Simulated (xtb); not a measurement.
xtb input:

```bash
xtb mol.xyz --gfn 2 --ohess tight --chrg -1 --uhf 0
```
mol.xyz:
```
8

C      1.58221868     0.06902903     0.02866295
C      0.32128765     0.45459627    -0.02156447
H      2.38425303     0.85799157     0.00078339
H      0.06953427     1.53084722     0.03721263
C     -0.81005302    -0.52268450    -0.01360259
H     -0.49504144    -1.60126518     0.01494493
H     -1.49302815    -0.35538953     0.85509196
H     -1.49676599    -0.42790797    -0.89198614
```

### Question
Predict the final energy.

### Answer
-9.00970 Eh (GFN2-xTB).

It need not be the lowest isomer of its formula. Whether it binds its extra electron was not tested at this geometry.
